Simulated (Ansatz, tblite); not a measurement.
# (HBe-mu-OH)2 (Be₂H₄O₂): one state, many levels

Aim: run the singlet of (HBe-mu-OH)2 (Be₂H₄O₂) at one geometry on many levels, and compare frontier levels, spin and run time.

Computed with Ansatz 0.2.0, Gaussian basis. Level: as each input shows.

Plan: GFN1-xTB, GFN2-xTB, PBE-D4/def2-TZVP, r2SCAN-D4/def2-TZVP, B97M-V/def2-TZVP, BHLYP-D4/def2-TZVP, LDA/def2-TZVP, ωB97X-V/def2-TZVP, r2SCAN0-D4/def2-TZVP, ωB97M-V/def2-TZVP, BLYP-D4/def2-TZVP, PBE-D4/def2-SVP, PBE0-D4/def2-SVP, HF/STO-3G, HF/6-31G, B3LYP-D4/6-31G, PBE0-D4/def2-TZVPD, PBE-D4/def2-TZVPD, r2SCAN-D4/def2-TZVPD, CCSD(T)/def2-TZVPP, MP2/def2-TZVP, RPA/def2-TZVP, CCSD(T)/def2-TZVPD.

## (1) The relaxed structure

The singlet was relaxed beforehand with r2SCAN-D4/def2-TZVP.

8 atoms, charge 0, spin multiplicity 1.

Bond lengths: Be1–H2 1.349 Å, Be1–O3 1.580 Å, Be1–O6 1.580 Å, O3–Be4 1.580 Å, O3–H7 0.953 Å, Be4–H5 1.349 Å, Be4–O6 1.580 Å, O6–H8 0.953 Å. Angles: H2–Be1–O3 135.3°, H2–Be1–O6 135.2°, O3–Be1–O6 89.5°, Be1–O3–Be4 90.5°, Be1–O3–H7 134.8°, Be4–O3–H7 134.7°, O3–Be4–H5 135.2°, O3–Be4–O6 89.5°, H5–Be4–O6 135.3°, Be1–O6–Be4 90.5°, Be1–O6–H8 134.7°, Be4–O6–H8 134.8°.

PBE0-D4/def2-TZVP was run before; its log isn't repeated, and its numbers join the tables.

## (2) GFN1-xTB

Tight binding, by tblite at 300 K electronic temperature and without a spin-polarisation term:

```python
tblite.interface.Calculator('GFN1-xTB', numbers, positions, charge=0, uhf=0).singlepoint()
```

Energy -360.3900 eV, HOMO -11.18 eV, LUMO -3.22 eV; 0.003 s.

## (3) GFN2-xTB

Tight binding, by tblite at 300 K electronic temperature and without a spin-polarisation term:

```python
tblite.interface.Calculator('GFN2-xTB', numbers, positions, charge=0, uhf=0).singlepoint()
```

Energy -318.8112 eV, HOMO -11.05 eV, LUMO -3.96 eV; 0.002 s.

## (4) PBE-D4/def2-TZVP

start.molden holds the orbitals of an earlier run on this state, given as this run's starting guess.

File in.yaml:

```yaml
crystal:
  periodic: [false, false, false]
  atoms:
    - {symbol: Be, position_ang: [-0.801683, 0.496610, 0.607491]}
    - {symbol: H, position_ang: [-1.770388, 1.083555, 1.339874]}
    - {symbol: O, position_ang: [-0.567824, 0.222482, -0.930641]}
    - {symbol: Be, position_ang: [0.802809, -0.494573, -0.607782]}
    - {symbol: H, position_ang: [1.762194, -1.099041, -1.338171]}
    - {symbol: O, position_ang: [0.576134, -0.207108, 0.928963]}
    - {symbol: H, position_ang: [-1.062785, 0.395608, -1.726157]}
    - {symbol: H, position_ang: [1.061552, -0.397524, 1.726413]}
basis:
  gaussian: {orbitals: def2-TZVP, initial_orbitals: start.molden}
hamiltonian: {xc: pbe, dispersion: d4}
scf: {omitted_lower_state_checks: [starts]}
output: {forces: true, orbitals: {seedname: orbitals}}
```

Launch:

```console
ansatz run in.yaml --threads 4 --pin off --events-out ev --progress --plain --max-ram 3916MiB
```

After this run come: r2SCAN-D4/def2-TZVP; B97M-V/def2-TZVP; BHLYP-D4/def2-TZVP; LDA/def2-TZVP; ωB97X-V/def2-TZVP; r2SCAN0-D4/def2-TZVP; ωB97M-V/def2-TZVP; BLYP-D4/def2-TZVP; PBE-D4/def2-SVP; PBE0-D4/def2-SVP; HF/STO-3G; HF/6-31G; B3LYP-D4/6-31G; PBE0-D4/def2-TZVPD; PBE-D4/def2-TZVPD; r2SCAN-D4/def2-TZVPD; CCSD(T)/def2-TZVPP; MP2/def2-TZVP; RPA/def2-TZVP; CCSD(T)/def2-TZVPD.

Before running them: what should the planned runs give, taken together? Wanted: gap in def2-TZVP, named functionals, smallest and largest; correlation energy, CCSD(T)/def2-TZVPP; correlation energy, MP2/def2-TZVP; correlation energy, CCSD(T)/def2-TZVPD; binding an atom, CCSD(T)/def2-TZVPP; PBE0 total energy, smallest basis above largest.

As calculated:

| quantity | value |
| --- | --- |
| gap in def2-TZVP, named functionals, smallest and largest | 5.75 eV (BLYP-D4), 11.89 eV (ωB97X-V) |
| correlation energy, CCSD(T)/def2-TZVPP | -18.93 eV |
| correlation energy, MP2/def2-TZVP | -17.34 eV |
| correlation energy, CCSD(T)/def2-TZVPD | -18.78 eV |
| binding an atom, CCSD(T)/def2-TZVPP | 3.485 eV |
| PBE0 total energy, smallest basis above largest | 6.14 eV (def2-SVP, def2-TZVPD) |

**Reading.** Over the named functionals in def2-TZVP the gap runs from 5.75 eV (BLYP-D4) to 11.89 eV (ωB97X-V); exact exchange widens it. A small miss in a minimal or small basis is a cancelling of errors, not accuracy. The functionals in def2-TZVP miss CCSD(T)/def2-TZVPP by +0.049 (BHLYP-D4) to +0.619 eV (LDA) an atom. CCSD(T)/def2-TZVPP isn't at the basis-set limit; small misses against it rank nothing.
